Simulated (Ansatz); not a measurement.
A calculation with Ansatz (development build ahead of 0.2.0).

```yaml
crystal:
  periodic: [false, false, false]
  atoms:
    - { symbol: C, position_ang: [0.0, 0.0, 0.0] }
    - { symbol: H, position_ang: [1.84066, 0.0, 0.0] }
    - { symbol: H, position_ang: [-1.84066, 0.0, 0.0] }
basis:
  gaussian: { orbitals: "6-31G" }
total_charge: 1
magnetization:
  initial_magnetization: 3
hamiltonian:
  xc: hf
correlation:
  method: fci
  frozen_orbitals: { C: 1, H: 0 }
```

The input is written out in the form of the current development build from the run's settings.

Results

```json
{
  "Converged": "yes",
  "Total energy": "-38.35174 hartree",
  "State": "lowest quartet root, of any spatial symmetry"
}
```
